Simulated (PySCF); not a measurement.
C4H3S2 (charge -1).
Z-matrix (Å and degrees, PBE0-D3(BJ)/def2-SVP geometry), rows numbered from 1:
```
S 
C   1  1.7001
C   2  1.3983  1  131.38
C   3  1.4193  2  115.04  1  -179.99
C   4  1.3730  3  114.00  2     0.05
S   5  1.7365  4  110.00  3    -0.02
H   3  1.0914  2  120.43  1     0.04
H   4  1.0950  3  123.29  2  -179.96
H   5  1.0901  4  128.36  3  -179.97
```

NICS = −σ at a ghost point: NICS(0) at the centroid of the ring atoms, NICS(1) 1 Å to either side along the normal of their mean plane, zz for the tensor component along that normal. Level: GIAO CAM-B3LYP/pcSseg-2 (PySCF, non-relativistic, gas phase) on the PBE0-D3(BJ)/def2-SVP geometry, one conformer.

Ring bond lengths (Å): C2–C3 1.398, C3–C4 1.419, C4–C5 1.373, C5–S6 1.736, S6–C2 1.780.

Question: Give the NICS values of each ring in ppm.

Answer: 
```json
{"ring": "C2–C3–C4–C5–S6", "type": "5-membered ring with S; formal bonds all aromatic", "NICS(0)": "-9.3", "NICS(1), two faces": "-6.7 / -6.7", "NICS(1)zz, two faces": "-18.8 / -18.8", "rms pucker (Å)": "0.00", "centre to ring atoms, mean (Å)": "1.31"}
```

Question: What do they say, and how far can they be read as aromaticity?

Answer: 
- C2–C3–C4–C5–S6: mean NICS(1)zz -18.8 ppm, shielded.

Question: What does the geometric index give? Use HOMA with the parameters of Krygowski (1993).

Answer: 
- C2–C3–C4–C5–S6: HOMA 0.67; the largest term is that of S6–C2, α(R − Ropt)² = 1.00.

Question: What are the shieldings of the ring atoms and their hydrogens in the same run (means over atoms taken as equivalent)?

Answer: 
```json
{"atoms": "C2", "environment": "substituted aromatic carbon", "σ isotropic (ppm)": "-27.7", "principal values of the symmetric part, first atom (ppm)": "-112.4, -56.7, 85.9"}
{"atoms": "C3", "environment": "aromatic CH carbon", "σ isotropic (ppm)": "53.9", "principal values of the symmetric part, first atom (ppm)": "-35.3, 77.6, 119.4"}
{"atoms": "C4", "environment": "aromatic CH carbon", "σ isotropic (ppm)": "47.3", "principal values of the symmetric part, first atom (ppm)": "-49.1, 50.0, 140.9"}
{"atoms": "C5", "environment": "aromatic CH next to a ring sulfur", "σ isotropic (ppm)": "65.6", "principal values of the symmetric part, first atom (ppm)": "-19.2, 84.9, 130.9"}
{"atoms": "S6", "environment": "thiophene-type sulfur", "σ isotropic (ppm)": "197.4", "principal values of the symmetric part, first atom (ppm)": "-52.0, 318.1, 326.1"}
{"atoms": "H7", "environment": "aromatic hydrogen", "σ isotropic (ppm)": "25.05", "principal values of the symmetric part, first atom (ppm)": "23.3, 24.1, 27.8"}
{"atoms": "H8", "environment": "aromatic hydrogen", "σ isotropic (ppm)": "25.05", "principal values of the symmetric part, first atom (ppm)": "23.3, 24.3, 27.5"}
{"atoms": "H9", "environment": "aromatic hydrogen", "σ isotropic (ppm)": "25.71", "principal values of the symmetric part, first atom (ppm)": "23.6, 25.5, 28.0"}
```

Question: How do the values depend on the level or the medium?

Answer: 
```tsv
level	NICS(0), C2–C3–C4–C5–S6	mean NICS(1)zz, C2–C3–C4–C5–S6
CAM-B3LYP/pcSseg-2, gas	-9.3	-18.8
PBE0/pcSseg-1, gas	-10.4	-18.5
```

The geometry is the same throughout.

On one thread of an Arm Neoverse V1 (shared host), this took 58 s of wall time. This is the whole shielding run at CAM-B3LYP/pcSseg-2, SCF included.
